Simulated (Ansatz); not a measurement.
# AlH4 (doublet): from Hartree-Fock to the top rungs at distance Al1–H4 along a hydrogen transfer = 1.674 Å, cc-pVDZ

How much of the correlation energy of AlH4 (doublet) does each wave-function method recover here?

Computed with Ansatz 0.2.0, Gaussian basis. Level: cc-pVDZ, core rule «outside noble gas», up to 5 orbitals frozen.

Plan: UHF; CCSD(T) on ROHF; Full CI.

23 further runs of the same task are left out: 2 for a known fault of the program, 21 set aside as unsound or not needed.

**1. The system**

The geometry derives from fragments relaxed apart (PBE0/def2-TZVP) and kept rigid, so it is no stationary point. A hydrogen atom is moved between rigid fragments.

5 atoms, charge 0, spin multiplicity 2.

Atoms are counted from 1 here; the program's logs count them from 0.

Bond lengths: Al1–H2 1.586 Å, Al1–H3 1.586 Å, Al1–H4 1.674 Å. Angles: H2–Al1–H3 120.0°, H2–Al1–H4 120.0°, H3–Al1–H4 120.0°.

As a file:

```xyz
5

Al   -0.0886    0.0000    0.0000
H    -0.8815    1.3734    0.0000
H    -0.8815   -1.3734    0.0000
H     1.5854    0.0000    0.0000
H     2.5494    0.0000    0.0000
```

**2. UHF**

The input, in.yaml:

```yaml
crystal:
  periodic: [false, false, false]
  atoms:
    - {symbol: Al, position_ang: [-0.088601, 0.000000, 0.000000]}
    - {symbol: H, position_ang: [-0.881524, 1.373384, 0.000000]}
    - {symbol: H, position_ang: [-0.881524, -1.373384, 0.000000]}
    - {symbol: H, position_ang: [1.585399, 0.000000, 0.000000]}
    - {symbol: H, position_ang: [2.549399, 0.000000, 0.000000]}
basis:
  gaussian: {orbitals: cc-pVDZ}
magnetization: {spin_polarized: true, initial_magnetization: 1}
hamiltonian: {xc: hf}
output: {orbitals: {seedname: orbitals}}
```

Command:

```sh
$ ansatz run in.yaml --threads 1 --pin off --events-out ev --progress --plain --max-ram 5120MiB --backend cpu
```

Further steps of the session: CCSD(T) on ROHF; Full CI.

Q: Predict the results of all the runs planned. Wanted: FCI below the RHF energy; RMP2 from FCI; RCCSD from FCI; RCCSD(T) from FCI; T1 diagnostic; effectively unpaired electrons.

As calculated:

| quantity | value |
| --- | --- |
| FCI below the RHF energy | -3.3786 eV |
| RMP2 from FCI | +80.2 kJ/mol |
| RCCSD from FCI | +6.3 kJ/mol |
| RCCSD(T) from FCI | +1.7 kJ/mol |
| levels within 1 kcal/mol (43 meV) | RCCSD(T) |
| T1 diagnostic | 0.024 |
| effectively unpaired electrons | 1.04 |

**Reading.** RCCSD(T) lands +1.7 kJ/mol from the yardstick (0.5 % of the correlation energy). One determinant dominates. These misses are within one basis, not against nature.
